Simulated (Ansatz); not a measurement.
How the smallest direct gap on the k points sampled of rutile MnF2 moves with the method

No measured value is used here.

**Question.** Put these levels in order of the smallest direct gap on the k points sampled that they give for rutile MnF2, smallest first: B3LYP (VWN-RPA form) (Ansatz, a quantum-chemistry and plane-wave program), Hartree–Fock (Ansatz), LDA (Ansatz), PBE (Ansatz), r²SCAN (Ansatz).

**Answer.** LDA (1.89 eV), PBE (2.27 eV), r²SCAN (3.06 eV), B3LYP (VWN-RPA form) (4.95 eV), Hartree–Fock (15.82 eV)

Computed values are for a static lattice. Spin-polarised runs: PBE (opposed moments), LDA (opposed moments), B3LYP (VWN-RPA form) (opposed moments), Hartree–Fock (opposed moments), r²SCAN (opposed moments). Values are at the measured cell (atoms relaxed with PBEsol). Cutoffs and k meshes differ between the levels. Ansatz's density-functional and Hartree–Fock values are scalar-relativistic unless marked +SOC, with PAW data made under PBE.
